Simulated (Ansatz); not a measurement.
C4H8O2 can be A, `C=COCOC`, or B, `C1COCCO1`.

Program: Ansatz. Geometries: PBE0-D4/def2-TZVP. ΔE: electronic, gas phase. CCSD(T)/CBS is the MP2 limit (def2-TZVPP, def2-QZVPP) plus CCSD(T) − MP2 in def2-TZVPP, frozen cores. Functionals use def2-TZVPP. B3LYP here is the variant with VWN-RPA as its local correlation; programs differ in this. One conformer a species, not always the lowest.

**Question.** Which is lower in electronic energy at CCSD(T)/CBS, and by how much? (Best estimate.)

**Answer.** Computed: B, by 14.0 kcal/mol.

**Question.** Give E(B) − E(A) in kcal/mol with MP2/def2-TZVPP, B3LYP-D4, B2PLYP, ωB97M-V, CCSD(T)/def2-TZVPP, r2SCAN-D4, CCSD/def2-TZVPP. (Estimate.)

**Answer.** Ansatz gave: MP2/def2-TZVPP -15.0, B3LYP-D4 -10.6, B2PLYP -11.2, ωB97M-V -14.0, CCSD(T)/def2-TZVPP -13.7, r2SCAN-D4 -13.2, CCSD/def2-TZVPP -14.2. None reverses the order clearly.

Largest T1 diagnostic: 0.012.

The D4 term adds −1.4 kcal/mol with B3LYP and −0.7 kcal/mol with PBE0; it sums over pairs of atoms, weighted by their polarisabilities, and B3LYP, whose exchange is more repulsive, gets the larger term. From PBE to PBE0 (25 % exact exchange), in def2-TZVPP and without D4, E(B) − E(A) moves by −3.3 kcal/mol.
